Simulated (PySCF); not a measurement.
Molfile (atoms numbered from 1):
```
C4H6N2
     RDKit          3D

 12 12  0  0  0  0  0  0  0  0999 V2000
   -1.8689    0.0060    0.0085 C   0  0  0  0  0  0  0  0  0  0  0  0
   -0.4312   -0.0689   -0.0165 N   0  0  0  0  0  0  0  0  0  0  0  0
    0.4461    0.9618   -0.0766 C   0  0  0  0  0  0  0  0  0  0  0  0
    1.7104    0.4047   -0.1039 C   0  0  0  0  0  0  0  0  0  0  0  0
    1.4722   -0.9854   -0.0563 C   0  0  0  0  0  0  0  0  0  0  0  0
    0.1748   -1.2544   -0.0045 N   0  0  0  0  0  0  0  0  0  0  0  0
   -2.2127    0.6508    0.8306 H   0  0  0  0  0  0  0  0  0  0  0  0
   -2.2651    0.3931   -0.9429 H   0  0  0  0  0  0  0  0  0  0  0  0
   -2.2441   -1.0113    0.1659 H   0  0  0  0  0  0  0  0  0  0  0  0
    0.1103    1.9968   -0.0940 H   0  0  0  0  0  0  0  0  0  0  0  0
    2.6628    0.9272   -0.1481 H   0  0  0  0  0  0  0  0  0  0  0  0
    2.1957   -1.8001   -0.0551 H   0  0  0  0  0  0  0  0  0  0  0  0
  1  2  1  0
  2  3  1  0
  3  4  2  0
  4  5  1  0
  5  6  2  0
  6  2  1  0
  1  7  1  0
  1  8  1  0
  1  9  1  0
  3 10  1  0
  4 11  1  0
  5 12  1  0
M  END
```

Geometry: PBE0-D3(BJ)/def2-SVP; GIAO shifts from PySCF, gas phase, non-relativistic, averaged over equivalent atoms.

At mPW1PW91/pcSseg-2 (300 basis functions, 36 s wall time on 1 thread of an Arm Neoverse V1, shared host):
```tsv
atoms	δ (ppm)
C5	145.8
C3	135.4
C4	115.8
C1	40.6
N6	352.7
N2	227.9
H12	7.44
H10	7.40
H11	6.50
H7/H8/H9	3.87
```

References, each an isolated molecule treated in the same way: 13C (σref 183.53) and 1H (σref 31.29) vs TMS; 15N (σref 260.49) against NH3.

Estimate the result of repeating the calculation with B97-D/pcSseg-2.

Results:


```tsv
atoms	δ at B97-D/pcSseg-2	change
C5	138.7	-7.1
C3	127.6	-7.8
C4	110.8	-5.0
C1	41.0	+0.4
N6	336.6	-16.1
N2	223.3	-4.6
H12	7.28	-0.16
H10	7.26	-0.14
H11	6.40	-0.10
H7/H8/H9	3.91	+0.04
```

Scale: 13C (σ = 179.03 ppm) and 1H (σ = 31.40 ppm) against TMS; 15N (σ = 257.90 ppm) vs NH3 (reference shieldings calculated alike).

The largest change is at N6 (pyridine-type nitrogen of an azole). Cost: 300 basis functions, 54 s wall time on 1 thread of an Arm Neoverse V1, shared host. The order of the carbon signals is the same at both levels.

Experimental scales use liquid or dissolved standards, which lie at an offset from isolated NH3 (liquid NH3: subtract about 20 ppm). Unscaled 15N shifts of sp2 nitrogen come out 20 to 40 ppm too high even then.
